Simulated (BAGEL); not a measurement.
**CH3NO (formaldoxime): a chain of runs**

Aim: an optimisation with harmonic vibrations (RI-MP2/def2-SV(P)), then an optimisation with harmonic vibrations (RI-MP2/def2-SVP), then an optimisation with harmonic vibrations (RI-MP2/def2-SVPD) of CH3NO (formaldoxime). 

The results are computed with BAGEL 1.2.2.

1 further run of the same task is left out (set aside as unsound or not needed).

## 1. The system as given

The species is CH3NO (6 atoms), meant as a singlet with charge 0. As SMILES, `C=NO`. Geometry: relaxed at PBE0-D4/def2-TZVP. This is one conformer, not always the lowest. The run starts from this shape.

Bond lengths: C1–N2 1.263 Å, N2–O3 1.378 Å, C1–H4 1.083 Å, C1–H5 1.089 Å, O3–H6 0.961 Å. Angles: C1–N2–O3 112.0°, N2–C1–H4 116.5°, N2–C1–H5 122.7°, N2–O3–H6 103.2°, H4–C1–H5 120.7°.

## 2. An optimisation with harmonic vibrations at RI-MP2/def2-SV(P) (density fitting with tzvpp-jkfit, property frequency) (run 1)

Contents of job.json:

```json
{ "bagel" : [

{
  "title" : "molecule",
  "basis" : "def2-sv_p_.json",
  "df_basis" : "tzvpp-jkfit",
  "angstrom" : "true",
  "geometry" : [
    { "atom" : "C", "xyz" : [      -0.641460,       0.275060,      -0.529500 ] },
    { "atom" : "N", "xyz" : [      -0.060370,      -0.588400,       0.185960 ] },
    { "atom" : "O", "xyz" : [       1.092090,      -0.094130,       0.757850 ] },
    { "atom" : "H", "xyz" : [      -1.557810,      -0.036720,      -1.015390 ] },
    { "atom" : "H", "xyz" : [      -0.256650,       1.285210,      -0.662960 ] },
    { "atom" : "H", "xyz" : [       1.424190,      -0.841030,       1.264030 ] }
  ]
},

{
  "title" : "optimize",
  "redundant" : "true",
  "maxiter" : 40,
  "method" : [
    {
      "title" : "mp2",
      "ncore" : 3
    }
  ]
},

{
  "title" : "hessian",
  "method" : [
    {
      "title" : "mp2",
      "ncore" : 3
    }
  ]
}

]}
```

The basis set def2-SV(P) is read from a file made from the Basis Set Exchange's data (not shown).

On the command line:

```
$ BAGEL_NUM_THREADS=1 BAGEL job.json > job.out
```

Standard output:

```text
* using 1 threads per process

  ===============================================================
  ===============================================================

  *** Geometry ***

  { "atom" : "C", "xyz" : [     -1.212184,      0.519788,     -1.000610 ] },
  { "atom" : "N", "xyz" : [     -0.114083,     -1.111915,      0.351413 ] },
  { "atom" : "O", "xyz" : [      2.063751,     -0.177880,      1.432129 ] },
  { "atom" : "H", "xyz" : [     -2.943834,     -0.069391,     -1.918809 ] },
  { "atom" : "H", "xyz" : [     -0.484998,      2.428695,     -1.252813 ] },
  { "atom" : "H", "xyz" : [      2.691329,     -1.589316,      2.388671 ] },

  Number of auxiliary basis functions:      283

  Since a DF basis is specified, we compute 2- and 3-index integrals:
    o Being stored without compression. Storage requirement is 0.005 GB

  Number of basis functions:       48
  Number of electrons      :       24

    * METHOD: MOLECULE                             0.09

[... 29 lines left out ...]
    * SCF iteration converged.
[... 1 line left out ...]
    * Permanent dipole moment:
[... 6 lines left out ...]
      MP2 correlation energy:   -0.4658297061
[... 1 line left out ...]
    * Permanent dipole moment: MP2 unrelaxed
[... 10 lines left out ...]
    * Permanent dipole moment: MP2 relaxed
[... 29 lines left out ...]
  === Convergence status ===
[... 1 line left out ...]
                         Maximum     Tolerance   Converged?
[... 51 lines left out ...]
  ++ Mass Weighted Hessian ++
[... 24 lines left out ...]
  ++ Symmetrized Mass Weighted Hessian ++
[... 24 lines left out ...]
 Mass Weighted Hessian Eigenvalues
[... 2 lines left out ...]
  ++ Mass Weighted Hessian Eigenvectors ++
[... 31 lines left out ...]
                                    6                   7                   8                   9                  10                  11
      Freq (cm-1)              445.86              541.78              808.88              958.74              972.89             1204.06

 IR Int. (km/mol)              157.52                6.55                4.71               37.20              100.40               11.01
[... 19 lines of this table left out ...]
               17            -0.73315             0.00681            -0.11340            -0.00427            -0.02812            -0.06752

                                   12                  13                  14                  15                  16                  17
      Freq (cm-1)             1374.57             1474.03             1711.73             3150.54             3287.81             3715.08

 IR Int. (km/mol)               80.45               22.24                2.02                2.45                1.78              119.19
[... 19 lines of this table left out ...]
               17            -0.22736             0.16794             0.08875             0.00297             0.00226            -0.51424

    * METHOD: HESSIAN                             32.04

  ===============================================================
```

Wall time 38 s (1 thread of Arm Neoverse N1, shared host); peak memory 0.083 GiB.

## 3. An optimisation with harmonic vibrations at RI-MP2/def2-SVP (density fitting with tzvpp-jkfit, property frequency) (run 2)

Contents of input.json:

```json
{ "bagel": [

{
  "title": "molecule",
  "basis": "svp",
  "df_basis": "tzvpp-jkfit",
  "angstrom": "true",
  "geometry": [
    { "atom": "C", "xyz": [      -0.641460,       0.275060,      -0.529500 ] },
    { "atom": "N", "xyz": [      -0.060370,      -0.588400,       0.185960 ] },
    { "atom": "O", "xyz": [       1.092090,      -0.094130,       0.757850 ] },
    { "atom": "H", "xyz": [      -1.557810,      -0.036720,      -1.015390 ] },
    { "atom": "H", "xyz": [      -0.256650,       1.285210,      -0.662960 ] },
    { "atom": "H", "xyz": [       1.424190,      -0.841030,       1.264030 ] }
  ]
},

{
  "title": "optimize",
  "redundant": "true",
  "maxiter": 40,
  "method": [
    { "title": "mp2", "ncore": 3 }
  ]
},

{
  "title": "hessian",
  "method": [
    { "title": "mp2", "ncore": 3 }
  ]
}

]}
```

On the command line:

```
$ BAGEL_NUM_THREADS=1 BAGEL input.json > input.out
```

Standard output:

```text
* using 1 threads per process

  ===============================================================
  ===============================================================

  *** Geometry ***

  { "atom" : "C", "xyz" : [     -1.212184,      0.519788,     -1.000610 ] },
  { "atom" : "N", "xyz" : [     -0.114083,     -1.111915,      0.351413 ] },
  { "atom" : "O", "xyz" : [      2.063751,     -0.177880,      1.432129 ] },
  { "atom" : "H", "xyz" : [     -2.943834,     -0.069391,     -1.918809 ] },
  { "atom" : "H", "xyz" : [     -0.484998,      2.428695,     -1.252813 ] },
  { "atom" : "H", "xyz" : [      2.691329,     -1.589316,      2.388671 ] },

  Number of auxiliary basis functions:      283

  Since a DF basis is specified, we compute 2- and 3-index integrals:
    o Being stored without compression. Storage requirement is 0.007 GB

  Number of basis functions:       57
  Number of electrons      :       24

    * METHOD: MOLECULE                             0.10

[... 29 lines left out ...]
    * SCF iteration converged.
[... 1 line left out ...]
    * Permanent dipole moment:
[... 6 lines left out ...]
      MP2 correlation energy:   -0.4857428057
[... 1 line left out ...]
    * Permanent dipole moment: MP2 unrelaxed
[... 10 lines left out ...]
    * Permanent dipole moment: MP2 relaxed
[... 29 lines left out ...]
  === Convergence status ===
[... 1 line left out ...]
                         Maximum     Tolerance   Converged?
[... 51 lines left out ...]
  ++ Mass Weighted Hessian ++
[... 24 lines left out ...]
  ++ Symmetrized Mass Weighted Hessian ++
[... 24 lines left out ...]
 Mass Weighted Hessian Eigenvalues
[... 2 lines left out ...]
  ++ Mass Weighted Hessian Eigenvectors ++
[... 31 lines left out ...]
                                    6                   7                   8                   9                  10                  11
      Freq (cm-1)              443.00              540.44              810.96              961.97              974.82             1195.47

 IR Int. (km/mol)              141.93                5.46                3.97               33.99              102.06               11.92
[... 19 lines of this table left out ...]
               17            -0.73386             0.00466            -0.11053            -0.00544            -0.02601            -0.07762

                                   12                  13                  14                  15                  16                  17
      Freq (cm-1)             1359.51             1465.22             1707.69             3177.37             3329.66             3896.72

 IR Int. (km/mol)               84.52               13.79                2.95                3.36                2.90              119.09
[... 19 lines of this table left out ...]
               17            -0.25073             0.15131             0.08171             0.00190             0.00211            -0.50843

    * METHOD: HESSIAN                             38.60

  ===============================================================
```

Wall time 46 s (1 thread of Arm Neoverse N1, shared host); peak memory 0.095 GiB.

## 4. An optimisation with harmonic vibrations at RI-MP2/def2-SVPD (density fitting with tzvpp-jkfit, property frequency) (run 3)

Contents of job.json:

```json
{ "bagel" : [

{
  "title" : "molecule",
  "basis" : "def2-svpd.json",
  "df_basis" : "tzvpp-jkfit",
  "angstrom" : true,
  "geometry" : [
    { "atom" : "C", "xyz" : [   -0.641460,    0.275060,   -0.529500 ] },
    { "atom" : "N", "xyz" : [   -0.060370,   -0.588400,    0.185960 ] },
    { "atom" : "O", "xyz" : [    1.092090,   -0.094130,    0.757850 ] },
    { "atom" : "H", "xyz" : [   -1.557810,   -0.036720,   -1.015390 ] },
    { "atom" : "H", "xyz" : [   -0.256650,    1.285210,   -0.662960 ] },
    { "atom" : "H", "xyz" : [    1.424190,   -0.841030,    1.264030 ] }
  ]
},
{
  "title" : "optimize",
  "redundant" : true,
  "maxiter" : 40,
  "method" : [
    { "title" : "mp2", "ncore" : 3 }
  ]
},
{
  "title" : "hessian",
  "method" : [
    { "title" : "mp2", "ncore" : 3 }
  ]
}

]}
```

The basis set def2-SVPD is read from a file made from the Basis Set Exchange's data (not shown).

On the command line:

```
$ BAGEL_NUM_THREADS=1 BAGEL job.json > job.out
```

Standard output:

```text
* using 1 threads per process

  ===============================================================
  ===============================================================

  *** Geometry ***

  { "atom" : "C", "xyz" : [     -1.212184,      0.519788,     -1.000610 ] },
  { "atom" : "N", "xyz" : [     -0.114083,     -1.111915,      0.351413 ] },
  { "atom" : "O", "xyz" : [      2.063751,     -0.177880,      1.432129 ] },
  { "atom" : "H", "xyz" : [     -2.943834,     -0.069391,     -1.918809 ] },
  { "atom" : "H", "xyz" : [     -0.484998,      2.428695,     -1.252813 ] },
  { "atom" : "H", "xyz" : [      2.691329,     -1.589316,      2.388671 ] },

  Number of auxiliary basis functions:      283

  Since a DF basis is specified, we compute 2- and 3-index integrals:
    o Being stored without compression. Storage requirement is 0.017 GB

  Number of basis functions:       87
  Number of electrons      :       24

    * METHOD: MOLECULE                             0.13

[... 29 lines left out ...]
    * SCF iteration converged.
[... 1 line left out ...]
    * Permanent dipole moment:
[... 6 lines left out ...]
      MP2 correlation energy:   -0.5094037595
[... 1 line left out ...]
    * Permanent dipole moment: MP2 unrelaxed
[... 10 lines left out ...]
    * Permanent dipole moment: MP2 relaxed
[... 29 lines left out ...]
  === Convergence status ===
[... 1 line left out ...]
                         Maximum     Tolerance   Converged?
[... 51 lines left out ...]
  ++ Mass Weighted Hessian ++
[... 24 lines left out ...]
  ++ Symmetrized Mass Weighted Hessian ++
[... 24 lines left out ...]
 Mass Weighted Hessian Eigenvalues
[... 2 lines left out ...]
  ++ Mass Weighted Hessian Eigenvectors ++
[... 31 lines left out ...]
                                    6                   7                   8                   9                  10                  11
      Freq (cm-1)              426.05              533.75              799.34              926.92              963.83             1174.68

 IR Int. (km/mol)              128.37                6.42                4.98              110.31               31.65                9.66
[... 19 lines of this table left out ...]
               17            -0.73448            -0.00517            -0.10537            -0.03089            -0.00242            -0.07906

                                   12                  13                  14                  15                  16                  17
      Freq (cm-1)             1339.43             1450.12             1692.62             3161.63             3311.80             3858.63

 IR Int. (km/mol)               76.52               10.66                5.37                3.58                1.30              107.57
[... 19 lines of this table left out ...]
               17            -0.25229             0.13699            -0.07709             0.00215             0.00248            -0.51192

    * METHOD: HESSIAN                             64.20

  ===============================================================
```

Run time: 76 s. Hardware: 1 thread of Arm Neoverse N1, shared host; peak memory 0.15 GiB.

## 5. Summary of results

| quantity | value |
| --- | --- |
| run 1, RI-MP2/def2-SV(P): total energy at the end | -169.16310 Eh |
| run 1, RI-MP2/def2-SV(P): lowest harmonic wavenumber | 446 cm⁻¹ |
| run 1, RI-MP2/def2-SV(P): highest harmonic wavenumber | 3715 cm⁻¹ |
| run 1, RI-MP2/def2-SV(P): zero-point energy | 117.5 kJ/mol |
| run 2, RI-MP2/def2-SVP: total energy at the end | -169.19936 Eh |
| run 2, RI-MP2/def2-SVP: lowest harmonic wavenumber | 443 cm⁻¹ |
| run 2, RI-MP2/def2-SVP: highest harmonic wavenumber | 3897 cm⁻¹ |
| run 2, RI-MP2/def2-SVP: zero-point energy | 118.8 kJ/mol |
| run 3, RI-MP2/def2-SVPD: total energy at the end | -169.23535 Eh |
| run 3, RI-MP2/def2-SVPD: lowest harmonic wavenumber | 426 cm⁻¹ |
| run 3, RI-MP2/def2-SVPD: highest harmonic wavenumber | 3859 cm⁻¹ |
| run 3, RI-MP2/def2-SVPD: zero-point energy | 117.5 kJ/mol |

What this shows: All 12 modes (run 1, RI-MP2/def2-SV(P)) are real, so the shape is a minimum at this level. All 12 modes (run 2, RI-MP2/def2-SVP) are real, so the shape is a minimum at this level. All 12 modes (run 3, RI-MP2/def2-SVPD) are real, so the shape is a minimum at this level.
